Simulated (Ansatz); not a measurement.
Geometry optimisation, Ansatz 0.2.0, RKS PBE-D4/def2-SVP.

The input (input.yaml):

```yaml
crystal:
  periodic: [false, false, false]
  atoms:
    - { symbol: B, position_ang: [-0.080985, 0.13762, -1.101922] }
    - { symbol: H, position_ang: [0.871275, -0.069974, 1.090304] }
    - { symbol: H, position_ang: [1.478705, 0.004337, 0.708252] }
    - { symbol: Cl, position_ang: [-1.636795, -0.071983, -0.331534] }
basis:
  gaussian: { orbitals: def2-SVP }
hamiltonian:
  xc: pbe
  dispersion: d4
relax:
  f_tol: 0.03
  max_steps: 50
```

Launched with:

```bash
$ ansatz run input.yaml --threads 1 --pin off --max-ram 2048MiB --backend cpu --events-out ev --progress --plain --runs-dir out
```

Q: Where does it end, and by what steps?

A: It converged. The force dipped under the threshold on the way, but the program's further checks kept it going. After 24 steps the energy has fallen by 0.180 eV; H2 moved furthest, 1.10 Å.

| step | energy less start (eV) | largest force component (eV/Å) | accepted |
| --- | --- | --- | --- |
| 0 | 0.0000 | 1.591 | yes |
| 1 | -0.1128 | 0.376 | yes |
| 2 | -0.1495 | 0.373 | yes |
| 3 | -0.1631 | 0.289 | yes |
| 4 | -0.1670 | 0.234 | yes |
| 5 | -0.1692 | 0.044 | yes |
| 6 | -0.1698 | 0.053 | yes |
| 7 | -0.1703 | 0.169 | yes |
| 8 | -0.1711 | 0.174 | yes |
| 9 | -0.1727 | 0.193 | yes |
| 10 | -0.1737 | 0.319 | yes |
| 11 | -0.1762 | 0.147 | yes |
| 12 | -0.1774 | 0.053 | yes |
| 13 | -0.1774 | 0.048 | yes |
| 14 | -0.1783 | 0.005 | yes |
| 15 | -0.1710 | 0.594 | no |
| 16 | -0.1787 | 0.050 | yes |
| 17 | -0.1789 | 0.076 | yes |
| 18 | -0.1791 | 0.058 | yes |
| 19 | -0.1792 | 0.044 | yes |
| 20 | -0.1794 | 0.063 | yes |
| 21 | -0.1795 | 0.047 | yes |
| 22 | -0.1796 | 0.022 | yes |
| 23 | -0.1797 | 0.019 | yes |
| 24 | -0.1798 | 0.018 | yes |

```xyz
4
Properties=species:S:1:pos:R:3
B -0.485 0.112 -1.150
H 1.827 -0.081 1.639
H 1.501 -0.016 0.944
Cl -2.211 -0.016 -1.068
```

The run took 14 s on 1 thread of Arm Neoverse V1, on a shared host, peak memory 0.098 GiB.
